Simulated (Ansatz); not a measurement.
`NBCl` + `[SiH3]`• → `N[B]Cl`• + SiH₄ at 298.15 K and 1 bar (hydrogen abstraction from a B–H bond).

Computed with Ansatz on PBE0-D4/def2-TZVP structures; ΔE is electronic, products minus reactants. CCSD(T)/CBS adds triple-zeta CCSD(T) − MP2 to the extrapolated MP2 energy (def2 sets, frozen cores). This one scheme is used for every species. Open shells (•) are unrestricted, without spin–orbit coupling. Each species was taken in one conformer, which may not be the lowest.

```csv
species,CCSD(T)/CBS energy (Eh),H − E (kJ/mol),S (J/(mol·K))
`NBCl`,-541.16722,121.1,268.2
`[SiH3]`•,-290.80808,66.0,217.1
`N[B]Cl`•,-540.48772,92.4,271.5
SiH₄,-291.46306,92.1,204.8
```

H − E and S are ideal-gas, rigid-rotor, harmonic terms from PBE0-D4/def2-TZVP, for one conformer and one mirror image of each species, with the whole ground term of open shells counted as degenerate. 1 Eh = 2625.50 kJ/mol, R = 8.31446 J/(mol·K).

**Question.** By hand: ΔE, ΔH, ΔS and ΔG.

**Answer.** ΔE = (-540.48772) + (-291.46306) − (-541.16722) − (-290.80808) = 0.02452 Eh = 64.4 kJ/mol. Δ(H − E) = 92.4 + 92.1 − 121.1 − 66.0 = -2.6, so ΔH = 61.8 kJ/mol. ΔS = 271.5 + 204.8 − 268.2 − 217.1 = -9.0 J/(mol·K). ΔG = 61.8 − 298.15 × (-9.0)/1000 = 64.5 kJ/mol.

**Question.** By hand: the equilibrium constant, and the temperature at which ΔG would vanish if ΔH and ΔS stayed fixed.

**Answer.** log₁₀ K = −ΔG/(RT ln 10) = -11.3. ΔH and −TΔS have one sign here, so there is no such temperature.

The number of gas molecules stays the same, so ΔS is small and ΔH decides. A doubt of 5 kJ/mol in ΔE shifts log₁₀ K by 0.9 here. Other conformers and mirror images would add mixing entropy, several J/(mol·K) or more a flexible species. These are equilibria of isolated gas molecules and say nothing of rates. Largest T1 diagnostic: 0.015 (customary marks: 0.02 for closed shells, 0.045 for open ones).

ΔS is within the doubt of such terms, so its sign, and with it that verdict, could turn.
